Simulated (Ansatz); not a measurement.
# InH2⁺, triplet along the scale of all distances

Starting geometry (PBE0/def2-TZVP stationary point for this spin, not checked as a minimum):

```xyz
3

In    0.0000    0.0000   -0.0276
H     0.0000    1.1433    1.5722
H     0.0000   -1.1433    1.5722
```

From there all distances are scaled together; atoms are numbered as listed. Energies are in eV, counted from the starting geometry at the same level.

Basis def2-TZVPP with its core potentials; Ansatz 0.2.0. Only valence electrons are correlated (noble-gas cores and the filled d shells of p-block atoms frozen). Active spaces: valence = (4e, 6o) chosen from the atoms' valence shells. No spin–orbit coupling is included; scalar relativity enters through the core potentials alone.

Runs in a small pair space aren't shown, since their orbitals change along the scan.

Full CI is exact within this basis and frozen core; it isn't the basis-set limit.

```json
{"scale of all distances": "0.870", "NEVPT2 (valence space)": "0.411"}
{"scale of all distances": "1.000", "NEVPT2 (valence space)": "0.000"}
{"scale of all distances": "1.128", "NEVPT2 (valence space)": "0.084"}
{"scale of all distances": "1.282", "NEVPT2 (valence space)": "0.198"}
{"scale of all distances": "1.480", "NEVPT2 (valence space)": "0.231"}
{"scale of all distances": "1.735", "NEVPT2 (valence space)": "0.247"}
{"scale of all distances": "2.007", "NEVPT2 (valence space)": "0.269"}
{"scale of all distances": "2.367", "NEVPT2 (valence space)": "0.286"}
```

Question: Estimate the full CI curve in def2-TZVPP from this one, knowing how NEVPT2 (valence space) errs.

Answer: The computed full CI values, in eV from the starting point, and the error of NEVPT2 (valence space) against them:
| scale of all distances | full CI | NEVPT2 (valence space) less full CI |
| --- | --- | --- |
| 0.870 | 0.409 | 0.002 |
| 1.000 | 0.000 | 0.000 |
| 1.128 | 0.115 | -0.031 |
| 1.282 | 0.273 | -0.075 |
| 1.480 | 0.345 | -0.114 |
| 1.735 | 0.382 | -0.135 |
| 2.007 | 0.411 | -0.142 |
| 2.367 | 0.432 | -0.146 |

The error spans 0.148 eV and is largest, -0.146 eV, at 2.367.

These errors take the starting point as zero, where NEVPT2 (valence space) itself lies 0.163 eV above full CI in total energy. In total energy its miss is smallest, 0.018 eV, at 2.367 and largest, 0.165 eV, at 0.870. So where the relative error is largest, the method lies nearer the reference than at the start.
